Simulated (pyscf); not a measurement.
**Routes from O=Mo(=O)(OH)–OH + HCl**

Candidate steps break at most two bonds and form at most two. Each was searched with GFN2-xTB (tblite) first. Structures and frequencies: ωB97X-D3(BJ)/def2-SVP in PySCF. Energies: ωB97M-D3(BJ)/def2-TZVP, kcal/mol, from the separated reactants, singlet surface; ΔG‡ with ideal gas, 1 atm, RRHO with modes under 100 cm⁻¹ raised to 100, one conformer, R ln 2 for chiral ones without a mode under 150 cm⁻¹.

```csv
products,type,ΔE‡,ΔE,ΔG‡ 298 K,ΔG‡ 900 K,ν‡ (cm⁻¹)
O=Mo(=O)(OH)–Cl + H₂O,four-centre exchange,4.9,-6.3,15.0,36.7,732i
O=Mo(OH)(OH)(OH)–Cl,addition across a multiple bond or ene-type step,10.4,-6.7,20.1,42.0,1197i
```

Row 1: On the reactant side the descent ends in a complex, 5.9 kcal/mol under the separated species and 7.7 kcal/mol under the saddle at ωB97X-D3(BJ)/def2-TZVP. On the product side the descent ends in an adduct with a Mo–O contact, 9.7 kcal/mol under the separated species and 20.6 kcal/mol under the saddle at ωB97X-D3(BJ)/def2-TZVP. Row 2: On the reactant side the descent ends in a complex, 7.0 kcal/mol under the separated species and 14.3 kcal/mol under the saddle at ωB97X-D3(BJ)/def2-TZVP. 

Plain bond fissions and candidates not yet searched are not listed, and one of them may be faster. Each barrier is that of the saddle found; lower ones may exist. Elements past Kr carry the def2 core potentials, without spin-orbit coupling.
